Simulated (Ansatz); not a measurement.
Two isomers of C4H7F: A = `C/C=C(/C)F`, B = `C=C(C)CF`.

Isolated molecules relaxed with PBE0-D4/def2-TZVP in Ansatz; ΔE leaves out vibrations. CCSD(T)/CBS is the MP2 limit (def2-TZVPP, def2-QZVPP) plus CCSD(T) − MP2 in def2-TZVPP, frozen cores. Functionals use def2-TZVPP. Each species was taken in one conformer, which may not be the lowest.

Problem. Which is lower in electronic energy at CCSD(T)/CBS, and by how much? (Estimate.)

Solution. Ansatz gave: A, by 20.8 kJ/mol.

Problem. Give E(B) − E(A) in kJ/mol with PBE0-D4, HF/def2-TZVPP, LDA (SPW92), MP2/def2-TZVPP, PBE-D4, r2SCAN-D4, ωB97M-V. (Best estimate.)

Solution. Ansatz gave: PBE0-D4 27.2, HF/def2-TZVPP 18.5, LDA (SPW92) 33.2, MP2/def2-TZVPP 21.7, PBE-D4 29.4, r2SCAN-D4 28.5, ωB97M-V 24.4. None reverses the order clearly.

Problem. Does the order hold for the free energy at 298.15 K (harmonic terms from PBE0-D4)? (An estimate is asked.)

Solution. The calculation gave: Yes: G(B) − G(A) = +22.2 kJ/mol, for one conformer each.

Largest T1 diagnostic: 0.011.

From BLYP to BHLYP (50 % exact exchange), in def2-TZVPP and without D4, E(B) − E(A) moves by −4.9 kJ/mol. At CCSD(T), def2-SVP lies +3.5 kJ/mol from the extrapolated value and def2-TZVPP +0.1 kJ/mol.
